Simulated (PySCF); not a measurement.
## How methods differ on the ionisation energy of C

C [He] 2s2 2p2 (3P) → C+ [He] 2s2 2p1 (2P), as a difference of total energies. Calculation: PySCF 2.14, in aug-cc-pVDZ-DK; scalar relativity by spin-free X2C-1e. Correlated levels: valence: 1s2 frozen. The calculations carry no spin-orbit coupling.

```
           method  ionisation energy (eV)
              UHF                  10.812
            B3LYP                  11.564
           M06-2X                  11.343
SCS-MP2 (valence)                  11.032
   CCSD (valence)                  11.046
```

Task: Estimate what CCSD(T) (valence) gives.

Result: 11.062 eV, closest to CCSD (valence) among the rows shown.

Task: Estimate what MP2 (valence) gives.

Result: 11.140 eV, closest to CCSD (valence) among the rows shown.

Errors of the correlated levels include the incompleteness of this basis and the frozen core.

For comparison: 11.262 eV (measured; NIST levels, between the centres of gravity of the two terms).
